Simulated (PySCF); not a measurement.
# Level of theory and proton affinities: dibromine

Structure: `BrBr` (Br2). Numbering: `[Br:1][Br:2]`

All levels share the PBE0-D3(BJ)/def2-SVP structures and the PBE0-D3(BJ)/def2-SVP thermal terms; only the single-point energies (PySCF) change. Values are proton affinities (298 K, kJ/mol).

| level | Br1 | time |
| --- | --- | --- |
| PBE0-D3(BJ)/6-31G | 526 | 1.4 s |
| PBE0-D3(BJ)/def2-SV(P) | 568 | 1.6 s |
| LDA/def2-TZVP | 571 | 6.9 s |
| PBE0-D3(BJ)/6-31G* | 571 | 1.7 s |
| PBE0-D3(BJ)/pcseg-1 | 571 | 1.4 s |
| PBE0-D3(BJ)/aug-pcseg-1 | 577 | 1.9 s |
| M06-2X/def2-TZVP (grid 3) | 577 | 4.7 s |
| PBE0-D3(BJ)/ma-def2-SVP | 580 | 1.8 s |
| HF/def2-TZVP | 580 | 1.4 s |
| PBE0-D3(BJ)/cc-pVDZ | 582 | 1.5 s |
| PBE0-D3(BJ)/aug-cc-pVDZ | 584 | 2 s |
| CAM-B3LYP-D3(BJ)/def2-TZVP | 585 | 3.6 s |
| PBE0-D3(BJ)/def2-SVPD | 585 | 2.1 s |
| BHandHLYP/def2-TZVP | 585 | 2.8 s |
| PBE0-D3(BJ)/def2-SVP | 585 | 1.6 s |
| ωB97M-D3(BJ)/def2-TZVP (grid 3) | 586 | 5.2 s |
| r2SCAN-D3(BJ)/def2-TZVP (grid 3) | 592 | 9.8 s |
| PBE0-D3(BJ)/ma-def2-TZVP | 593 | 2.8 s |
| HSE06/def2-TZVP | 593 | 8.8 s |
| LC-ωPBE/def2-TZVP | 593 | 8.3 s |
| PBE0-D3(BJ)/def2-TZVPD | 594 | 3.4 s |
| PBE0-D3(BJ)/cc-pVTZ | 594 | 2.8 s |
| PBE0-D3(BJ)/def2-TZVP | 594 | – |
| PBE0-D3(BJ)/pcseg-2 | 594 | 2.5 s |
| PBE0-D3(BJ)/aug-cc-pVTZ | 595 | 4.3 s |
| PBE0-D3(BJ)/def2-TZVPP | 596 | 2.8 s |
| PBE0-D3(BJ)/def2-QZVP | 596 | 6.4 s |
| PBE0-D3(BJ)/def2-QZVPPD | 596 | 9.7 s |
| B3LYP-D3(BJ)/def2-TZVP | 596 | 2.8 s |
| PBE0-D3(BJ)/aug-cc-pVQZ | 596 | 9.2 s |
| ωB97X-D3(BJ)/def2-TZVP | 598 | 3.5 s |
| PBE-D3(BJ)/def2-TZVP | 601 | 7.5 s |
| BP86-D3(BJ)/def2-TZVP | 602 | 8.5 s |
| TPSSh-D3(BJ)/def2-TZVP (grid 3) | 602 | 4.7 s |
| B97-2/def2-TZVP | 602 | 2.6 s |
| BLYP-D3(BJ)/def2-TZVP | 603 | 7.5 s |
| M06/def2-TZVP (grid 3) | 604 | 4.5 s |
| TPSS-D3(BJ)/def2-TZVP (grid 3) | 605 | 9.7 s |
| OPBE/def2-TZVP | 616 | 7.2 s |
| M06-L/def2-TZVP (grid 3) | 618 | 9.5 s |

Times are wall times for all single points of a level on 1 thread of Arm Neoverse V1, a shared host; the dash marks the run that also made the structures. BLYP, BP86, HSE06, LC-ωPBE, LDA, M06-L, OPBE, PBE, TPSS, r2SCAN ran on a slower path of this set-up, which computes the density-fitting integrals anew in every SCF cycle while the other levels store them. So the times needn't show the usual order of cost, and those levels read slower than they are.

Hartree-Fock leaves out electron correlation, so its proton affinities can be off by tens of kJ/mol.

The spread: 92 kJ/mol, from 526 to 618.

Note: atoms from Ga to Kr are treated without relativity.
